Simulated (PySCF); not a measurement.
**SiHCl2−, an adduct: interaction energy**

An exercise on one series of results from a longer session: the logs are not shown, and one member is left open.

Computed with PySCF 2.14.0; each step states its level. No surroundings beyond the atoms listed, unless a continuum is named. Atoms count from 0, parts from 1.

## Starting point

4 atoms, charge -1, multiplicity 1; geometry: GFN2-xTB. Parts: 1 = atoms 0–2, `Cl[Si]Cl`, charge 0; 2 = atom 3, `[H-]`, charge -1. In the given geometry H3 is bonded to Si1 (1.50 Å), so values for the parts refer to these atom groups.

Set-up of the first run:

What the job is given:

```
{"job": {"xc": "PBE0", "basis": "def2-SVPD", "d3": "d3bj", "grid": 2, "kind": "geom", "shake": 0.01}, "charge": -1, "multiplicity": 1, "parts": [{"atoms": "0-2", "charge": 0, "multiplicity": 1}, {"atoms": "3-3", "charge": -1, "multiplicity": 1}]}
Cl    -0.680736    -0.814954     1.559963
Si     0.848888     0.462602     0.589120
Cl     0.408641     0.110338    -1.568234
H      1.908074    -0.604070     0.647136
```

Started as:

```console
OMP_NUM_THREADS=1 python cluster_run.py task.json out
```

One launch serves the whole session: the jobs run in the order shown.

Steps of the session up to this table: Relaxing the molecule at PBE0-D3(BJ)/def2-SVPD; Coupled-cluster interaction energy: CCSD(T) and MP2.

One table of the session follows, with a row left open; its other results are not shown here.

It belongs to the step «Coupled-cluster interaction energy: CCSD(T) and MP2». 

| method | interaction energy (kcal/mol) |
| --- | --- |
| HF/aug-cc-pVDZ | -95.53 |
| MP2/aug-cc-pVDZ | -95.05 |
| CCSD/aug-cc-pVDZ | -90.86 |
| CCSD(T)/aug-cc-pVDZ | -90.12 |
| HF/aug-cc-pVTZ | -95.83 |
| MP2/aug-cc-pVTZ | -98.89 |
| SCS-MP2/aug-cc-pVTZ | -96.54 |
| MP2, extrapolated | -100.38 |
| CCSD(T), limit estimate | ? |

Q: Estimate the row for CCSD(T), limit estimate from the others.

**Answer.** interaction energy (kcal/mol): -95.45. In the column «interaction energy (kcal/mol)» it lies between HF/aug-cc-pVDZ (-95.53) and MP2/aug-cc-pVDZ (-95.05).

At this geometry H3 is bonded to Si1 (1.54 Å), so this energy is that of a chemical bond rather than of a weak contact.

To keep in mind: The interaction energy leaves out the deformation of the parts, 8.27 kcal/mol at MP2. So large a deformation means that a part is far from its own minimum, so a sum across the two methods would be rough.
